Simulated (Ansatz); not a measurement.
**BS+ (triplet): wave-function methods side by side at distance B1–S2 = 5.766 Å, 6-31G**

How much of the correlation energy of BS+ (triplet) does each wave-function method recover here?

Method: 6-31G, core rule «outside noble gas», up to 6 orbitals frozen; program: Ansatz 0.2.0, Gaussian basis.

To be run: UHF; CCSD(T) on ROHF; CCSD(T) on UHF; BCCD(T) on ROHF; CISD; CCSDT(Q) on ROHF; CCSDT(Q) on UHF; CISDTQ; CCSDTQ on ROHF; CCSDTQ on UHF; CASSCF and MRCISD+Q, 4 electrons in 4 orbitals; CASSCF and NEVPT2, 4 electrons in 4 orbitals; CASSCF and MRCISD+Q, 8 electrons in 8 orbitals; CASSCF and NEVPT2, 8 electrons in 8 orbitals; Full CI.

16 further runs of the same task are left out: 13 that didn't finish, 3 set aside as unsound or not needed.

**1. What is computed**

The geometry derives from a PBE0/def2-TZVP stationary point (not a proven minimum). One bond is set to the value named and the two fragments are kept rigid.

2 atoms, charge 1, spin multiplicity 3.

Atoms are counted from 1 here; the program's logs count them from 0.

No contacts short enough for the rule that draws bonds.

**2. UHF**

Contents of in.yaml:

```yaml
crystal:
  periodic: [false, false, false]
  atoms:
    - {symbol: B, position_ang: [0.000000, 0.000000, 0.000000]}
    - {symbol: S, position_ang: [0.000000, 0.000000, 5.766000]}
basis:
  gaussian: {orbitals: 6-31G}
total_charge: 1
magnetization: {spin_polarized: true, initial_magnetization: 2}
hamiltonian: {xc: hf}
output: {orbitals: {seedname: orbitals}}
```

Launch:

```sh
> ansatz run in.yaml --threads 1 --pin off --events-out ev --progress --plain --max-ram 2393MiB
```

After this run come: CCSD(T) on ROHF; CCSD(T) on UHF; BCCD(T) on ROHF; CISD; CCSDT(Q) on ROHF; CCSDT(Q) on UHF; CISDTQ; CCSDTQ on ROHF; CCSDTQ on UHF; CASSCF and MRCISD+Q, 4 electrons in 4 orbitals; CASSCF and NEVPT2, 4 electrons in 4 orbitals; CASSCF and MRCISD+Q, 8 electrons in 8 orbitals; CASSCF and NEVPT2, 8 electrons in 8 orbitals; Full CI.

**Question.** What will the summary of the whole plan be? Wanted: FCI below the RHF energy; RMP2 from FCI; UMP2 from FCI; RCCSD from FCI; RCCSD(T) from FCI; UCCSD(T) from FCI; RCCSDT(Q) from FCI; UCCSDT(Q) from FCI; NEVPT2 pair from FCI.

As calculated:

| quantity | value |
| --- | --- |
| FCI below the RHF energy | -2.2209 eV |
| RMP2 from FCI | +930.6 meV |
| UMP2 from FCI | +925.0 meV |
| RCCSD from FCI | +6.5 meV |
| RCCSD(T) from FCI | +1.3 meV |
| UCCSD(T) from FCI | +1.1 meV |
| RCCSDT(Q) from FCI | 0.0 meV |
| UCCSDT(Q) from FCI | -0.2 meV |
| NEVPT2 pair from FCI | +796.8 meV |
| NEVPT2 valence from FCI | +237.8 meV |
| MRCISD+Q valence from FCI | -2.3 meV |
| levels within 1 kcal/mol (43 meV) | RCCSD, UCCSD, RCCSD(T), UCCSD(T), BCCD(T), RCCSDT, UCCSDT, CISDTQ, RCCSDT(Q), UCCSDT(Q), RCCSDTQ, UCCSDTQ, MRCISD valence, MRCISD+Q valence |
| T1 diagnostic | 0.009 |
| effectively unpaired electrons | 2.13 |

In words: RCCSD(T) lands +1.3 meV from the yardstick (0.1 % of the correlation energy). MRCISD+Q valence falls below full CI: the +Q correction isn't variational, and the cores differ from full CI's. One determinant dominates. Of the multireference levels listed MRCISD+Q valence comes nearest in total energy (-2.3 meV), which doesn't show that its space is the better one. These misses are within one basis, not against nature; the frozen cores of restricted and unrestricted runs differ, which can shift their rows.
